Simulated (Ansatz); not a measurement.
`[CH3][MgH]`. The species carries charge 0 and has multiplicity 1.

Cartesian coordinates in Å:
```
C 0.623 -0.244 -0.392
Mg -1.051 0.411 0.661
H 0.936 -1.245 -0.079
H 1.482 0.419 -0.246
H 0.435 -0.290 -1.470
H -2.425 0.948 1.525
```

(1) What are the harmonic wavenumbers in cm⁻¹ at PBE0-D4/def2-TZVP (Ansatz, finite differences of forces, unscaled)? (Estimate.)

(2) Is this a minimum?

(3) Give the ideal-gas thermochemistry at 298.15 K and 1 bar (rigid rotor, harmonic oscillator; point group C3v, symmetry number 3).

(4) Rotational constants (cm⁻¹)?

Results:

(1) The calculation gave: 297, 297, 546, 569, 569, 1151, 1441, 1441, 1606, 3025, 3105, 3105.

(2) Yes, all 12 modes are real.

(3) Zero-point energy 102.6 kJ/mol; H(298) − E = 116.3 kJ/mol; entropy 250.8 J/(mol·K), of which translation 155.0, rotation 76.9, vibration 18.9; G(298) − E = 41.5 kJ/mol.

(4) 5.399, 0.3253, 0.3253.
